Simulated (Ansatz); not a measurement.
Mulliken charges of C$_{3}$H$_{5}$N (`C=CN=C`) from PBE/def2-TZVPP in Ansatz (PBE0-D4/def2-TZVP geometry).

| atom | x (Å) | y (Å) | z (Å) | charge (e) |
| --- | --- | --- | --- | --- |
| C1 | -0.272 | 1.485 | -0.852 | -0.167 |
| C2 | 0.151 | 0.302 | -0.419 | -0.020 |
| N3 | -0.396 | -0.288 | 0.717 | -0.132 |
| C4 | 0.059 | -1.416 | 1.068 | -0.080 |
| H5 | 0.154 | 1.942 | -1.736 | 0.103 |
| H6 | -1.056 | 2.012 | -0.321 | 0.091 |
| H7 | 0.941 | -0.241 | -0.946 | 0.047 |
| H8 | -0.347 | -1.903 | 1.952 | 0.108 |
| H9 | 0.855 | -1.939 | 0.520 | 0.051 |

By hand: the dipole of these point charges (1 e Å = 4.8032 D).

Σ q r = (0.060, -0.035, -0.045) e Å, of length 0.083 e Å = 0.40 D.

How does the dipole of the full density compare? (An estimate is asked.)

Computed: (0.199, -0.157, -0.116) e Å, 1.34 D; the point charges give 0.30 times that, at 11° from its direction.

Point charges leave out the atoms' own dipoles, such as those of lone pairs, and Mulliken's split depends on the basis, so the two needn't agree.
